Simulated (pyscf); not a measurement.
Elementary routes open to `[O]=[Si]([OH])[OH]` + `[H][H]` in the gas phase (singlet surface):
A. `[O]=[SiH][OH]` + `[OH2]` (O–Si, H–H broken; H–Si, H–O formed)
B. `[OH][SiH]([OH])[OH]` (H–H broken; H–O, H–Si formed)

PySCF, gas phase, ωB97X-D3(BJ)/def2-SVP geometries.

Question: Rank the routes by free-energy barrier at 900 K, lowest first, for ωB97M-D3(BJ)/def2-TZVP energies (ideal gas, 1 atm, RRHO with modes under 100 cm⁻¹ raised to 100, one conformer, R ln 2 for chiral ones without a mode under 150 cm⁻¹).

Answer: B (171.1 kJ/mol), A (248.1 kJ/mol)

Route B is the fastest of these, ahead of the next by 76.9 kJ/mol. The most stable products are those of B (ΔG = -83.1 kJ/mol), so kinetics and thermodynamics agree. At 298 K B is still the fastest. A: On the product side the descent ends in an adduct with a O–Si contact, 71.0 kJ/mol under the separated species and 117.5 kJ/mol under the saddle at ωB97X-D3(BJ)/def2-TZVP. Only these routes are compared; each barrier is that of the saddle found, and lower ones may exist. One closed-shell reference is unstable to symmetry breaking; treat the single-reference values with care.
